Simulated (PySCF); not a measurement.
PySCF input (PBE0/aug-cc-pVTZ):

```python
import numpy as np, basis_set_exchange as bse
from pyscf import gto, scf, dft, df
from pyscf.prop.polarizability import rks as pol

basis = {'H': gto.basis.parse(bse.get_basis('aug-cc-pVTZ', elements=['H'], fmt='nwchem')), 'O': gto.basis.parse(bse.get_basis('aug-cc-pVTZ', elements=['O'], fmt='nwchem'))}
mol = gto.M(
    atom='''
    O     0.01545466    0.72381182   -0.07020381
    O    -0.01124373   -0.72607760   -0.04190313
    H     0.80569804    0.89668240    0.46138431
    H    -0.83938551   -0.87855617    0.43547118
    ''',
    basis=basis,
    charge=0,
    verbose=4,
    max_memory=2160,
)
mf = dft.RKS(mol, xc='pbe0')
mf.grids.level = 3
mf = mf.density_fit(auxbasis=df.autoaux(mol))
mf.conv_tol = 1e-9
mf.max_cycle = 100
print('smallest overlap eigenvalue', np.linalg.eigvalsh(mol.intor('int1e_ovlp'))[0])
mf.kernel()
dip = mf.dip_moment()
p = pol.Polarizability(mf)
p.max_cycle_cphf = 60
alpha = p.polarizability()
print('polarisability/bohr^3', alpha.trace() / 3)
```

Output:

```
PySCF version 2.14.0

[INPUT] verbose = 4
[INPUT] num. atoms = 4
[INPUT] num. electrons = 18
[INPUT] charge = 0
[INPUT] spin (= nelec alpha-beta = 2S) = 0
[INPUT] symmetry False subgroup None
[INPUT] Mole.unit = angstrom
[INPUT] Symbol           X                Y                Z      unit          X                Y                Z       unit  Magmom
[INPUT]  1 O      0.015454660000   0.723811820000  -0.070203810000 AA    0.029205074748   1.367806105523  -0.132665973801 Bohr   0.0
[INPUT]  2 O     -0.011243730000  -0.726077600000  -0.041903130000 AA   -0.021247570319  -1.372087809182  -0.079185439462 Bohr   0.0
[INPUT]  3 H      0.805698040000   0.896682400000   0.461384310000 AA    1.522548634699   1.694484156718   0.871889984071 Bohr   0.0
[INPUT]  4 H     -0.839385510000  -0.878556170000   0.435471180000 AA   -1.586208726828  -1.660230546347   0.822921265341 Bohr   0.0

nuclear repulsion = 36.8070207165941
number of shells = 28
number of NR pGTOs = 166
number of NR cGTOs = 138
basis = {'H': [[0, [33.87, 0.0, 0.006068, 0.0], [5.095, 0.0, 0.045308, 0.0], [1.159, 0.0, 0.202822, 0.0], [0.3258, 1.0, 0.503903, 0.0], [0.1027, 0.0, 0.383421, 1.0]], [0, [0.02526, 1.0]], [1, [1.407, 1.0, 0.0], [0.388, 0.0, 1.0]], [1, [0.102, 1.0]], [2, [1.057, 1.0]], [2, [0.247, 1.0]]], 'O': [[0, [15330.0, 0.000508, 0.0, -0.000115, 0.0], [2299.0, 0.003929, 0.0, -0.000895, 0.0], [522.4, 0.020243, 0.0, -0.004636, 0.0], [147.3, 0.079181, 0.0, -0.018724, 0.0], [47.55, 0.230687, 0.0, -0.058463, 0.0], [16.76, 0.433118, 0.0, -0.136463, 0.0], [6.207, 0.35026, 0.0, -0.17574, 0.0], [1.752, 0.042728, 1.0, 0.160934, 0.0], [0.6882, -0.008154, 0.0, 0.603418, 0.0], [0.2384, 0.002381, 0.0, 0.378765, 1.0]], [0, [0.07376, 1.0]], [1, [34.46, 0.0, 0.015928, 0.0], [7.749, 0.0, 0.09974, 0.0], [2.28, 0.0, 0.310492, 0.0], [0.7156, 1.0, 0.491026, 0.0], [0.214, 0.0, 0.336337, 1.0]], [1, [0.05974, 1.0]], [2, [2.314, 1.0, 0.0], [0.645, 0.0, 1.0]], [2, [0.214, 1.0]], [3, [1.428, 1.0]], [3, [0.5, 1.0]]]}
ecp = {}
ETB for O: l = 0, exps = 0.11948 * 1.8^n , n = 0..15
ETB for O: l = 1, exps = 0.11948 * 1.8^n , n = 0..12
ETB for O: l = 2, exps = 0.11948 * 1.8^n , n = 0..11
ETB for O: l = 3, exps = 0.27374 * 2.2^n , n = 0..6
ETB for O: l = 4, exps = 0.428 * 2.2^n , n = 0..4
ETB for H: l = 0, exps = 0.05052 * 1.8^n , n = 0..12
ETB for H: l = 1, exps = 0.12725999999999998 * 2^n , n = 0..5
ETB for H: l = 2, exps = 0.204 * 2.2^n , n = 0..4
ETB for H: l = 3, exps = 0.349 * 2.2^n , n = 0..3
smallest overlap eigenvalue 0.00024185418305699857

******** <class 'pyscf.df.df_jk.DFRKS'> ********
method = DFRKS
initial guess = minao
damping factor = 0
level_shift factor = 0
DIIS = <class 'pyscf.scf.diis.CDIIS'>
diis_start_cycle = 1
diis_space = 8
diis_damp = 0
SCF conv_tol = 1e-09
SCF conv_tol_grad = None
SCF max_cycles = 100
direct_scf = False
XC library pyscf.dft.libxc version 7.1.2
    S. Lehtola, C. Steigemann, M. J. T. Oliveira, and M. A. L. Marques,  SoftwareX 7, 1–5 (2018)
XC functionals = pbe0
    C. Adamo and V. Barone,  J. Chem. Phys. 110, 6158 (1999)
    M. Ernzerhof and G. E. Scuseria,  J. Chem. Phys. 110, 5029 (1999)
radial grids:
    Treutler-Ahlrichs [JCP 102, 346 (1995); DOI:10.1063/1.469408] (M4) radial grids

becke partition: Becke, JCP 88, 2547 (1988); DOI:10.1063/1.454033
pruning grids: <function nwchem_prune>
grids dens level: 3
symmetrized grids: False
atomic radii adjust function: <function treutler_atomic_radii_adjust>
small_rho_cutoff = 0
Set gradient conv threshold to 3.16228e-05
Initial guess from minao.
tot grids = 47784
******** <class 'pyscf.df.df.DF'> ********
auxbasis = {'O': [[0, [np.float64(806.0886208567271), 1]], [0, [np.float64(447.8270115870706), 1]], [0, [np.float64(248.7927842150392), 1]], [0, [np.float64(138.21821345279957), 1]], [0, [np.float64(76.78789636266642), 1]], [0, [np.float64(42.65994242370356), 1]], [0, [np.float64(23.699968013168647), 1]], [0, [np.float64(13.166648896204803), 1]], [0, [np.float64(7.314804942336002), 1]], [0, [np.float64(4.06378052352), 1]], [0, [np.float64(2.2576558464000005), 1]], [0, [np.float64(1.2542532480000002), 1]], [0, [np.float64(0.6968073600000001), 1]], [0, [np.float64(0.38711520000000005), 1]], [0, [np.float64(0.215064), 1]], [0, [np.float64(0.11948), 1]], [1, [np.float64(138.21821345279957), 1]], [1, [np.float64(76.78789636266642), 1]], [1, [np.float64(42.65994242370356), 1]], [1, [np.float64(23.699968013168647), 1]], [1, [np.float64(13.166648896204803), 1]], [1, [np.float64(7.314804942336002), 1]], [1, [np.float64(4.06378052352), 1]], [1, [np.float64(2.2576558464000005), 1]], [1, [np.float64(1.2542532480000002), 1]], [1, [np.float64(0.6968073600000001), 1]], [1, [np.float64(0.38711520000000005), 1]], [1, [np.float64(0.215064), 1]], [1, [np.float64(0.11948), 1]], [2, [np.float64(76.78789636266642), 1]], [2, [np.float64(42.65994242370356), 1]], [2, [np.float64(23.699968013168647), 1]], [2, [np.float64(13.166648896204803), 1]], [2, [np.float64(7.314804942336002), 1]], [2, [np.float64(4.06378052352), 1]], [2, [np.float64(2.2576558464000005), 1]], [2, [np.float64(1.2542532480000002), 1]], [2, [np.float64(0.6968073600000001), 1]], [2, [np.float64(0.38711520000000005), 1]], [2, [np.float64(0.215064), 1]], [2, [np.float64(0.11948), 1]], [3, [np.float64(31.036614920960012), 1]], [3, [np.float64(14.107552236800004), 1]], [3, [np.float64(6.412523744000001), 1]], [3, [np.float64(2.9147835200000007), 1]], [3, [np.float64(1.3249016), 1]], [3, [np.float64(0.602228), 1]], [3, [np.float64(0.27374), 1]], [4, [np.float64(10.026156800000003), 1]], [4, [np.float64(4.557344000000001), 1]], [4, [np.float64(2.0715200000000005), 1]], [4, [np.float64(0.9416000000000001), 1]], [4, [np.float64(0.428), 1]]], 'H': [[0, [np.float64(58.443121389650436), 1]], [0, [np.float64(32.46840077202801), 1]], [0, [np.float64(18.038000428904454), 1]], [0, [np.float64(10.021111349391363), 1]], [0, [np.float64(5.567284082995202), 1]], [0, [np.float64(3.0929356016640006), 1]], [0, [np.float64(1.7182975564800003), 1]], [0, [np.float64(0.9546097536000001), 1]], [0, [np.float64(0.530338752), 1]], [0, [np.float64(0.29463264000000006), 1]], [0, [np.float64(0.16368480000000002), 1]], [0, [np.float64(0.090936), 1]], [0, [np.float64(0.05052), 1]], [1, [np.float64(4.0723199999999995), 1]], [1, [np.float64(2.0361599999999997), 1]], [1, [np.float64(1.0180799999999999), 1]], [1, [np.float64(0.5090399999999999), 1]], [1, [np.float64(0.25451999999999997), 1]], [1, [np.float64(0.12725999999999998), 1]], [2, [np.float64(4.778822400000001), 1]], [2, [np.float64(2.1721920000000003), 1]], [2, [np.float64(0.9873600000000001), 1]], [2, [np.float64(0.44880000000000003), 1]], [2, [np.float64(0.204), 1]], [3, [np.float64(3.716152000000001), 1]], [3, [np.float64(1.6891600000000002), 1]], [3, [np.float64(0.7678), 1]], [3, [np.float64(0.349), 1]]]}
init E= -151.485414784739
  HOMO = -0.353101834058823  LUMO = -0.10348488862704  gap/eV = 6.79242
cycle= 1 E= -151.412003720462  delta_E= 0.0734  |g|= 0.472  |ddm|= 3.62
  HOMO = -0.224101739012589  LUMO = -0.00423126735681124  gap/eV = 5.98298
cycle= 2 E= -151.403726501448  delta_E= 0.00828  |g|= 0.536  |ddm|= 1.24
  HOMO = -0.311615139386655  LUMO = -0.012116483102544  gap/eV = 8.14977
cycle= 3 E= -151.453417962572  delta_E= -0.0497  |g|= 0.0566  |ddm|= 0.663
  HOMO = -0.303673084229709  LUMO = -0.00836449120894812  gap/eV = 8.03576
cycle= 4 E= -151.453923125862  delta_E= -0.000505  |g|= 0.00675  |ddm|= 0.0533
  HOMO = -0.304494776331687  LUMO = -0.00842215709801887  gap/eV = 8.05655
cycle= 5 E= -151.453930799795  delta_E= -7.67e-06  |g|= 0.000748  |ddm|= 0.00593
  HOMO = -0.304581703583048  LUMO = -0.00843774749592637  gap/eV = 8.05849
cycle= 6 E= -151.453930883785  delta_E= -8.4e-08  |g|= 8.91e-05  |ddm|= 0.000744
  HOMO = -0.304582125678268  LUMO = -0.00843441602792033  gap/eV = 8.05859
cycle= 7 E= -151.453930885264  delta_E= -1.48e-09  |g|= 1.59e-05  |ddm|= 0.000121
  HOMO = -0.304581646912967  LUMO = -0.00843459209175122  gap/eV = 8.05857
cycle= 8 E= -151.453930885313  delta_E= -5e-11  |g|= 3.71e-06  |ddm|= 1.83e-05
  HOMO = -0.304581161006309  LUMO = -0.00843436361214228  gap/eV = 8.05856
Extra cycle  E= -151.453930885315  delta_E= -1.34e-12  |g|= 1.97e-06  |ddm|= 5.48e-06
converged SCF energy = -151.453930885315
Dipole moment(X, Y, Z, Debye): -0.06306,  0.03393,  1.67874
Isotropic polarizability 15.1173112533
Polarizability anisotropy 5.68079729353
polarisability/bohr^3 15.117311253253602
```
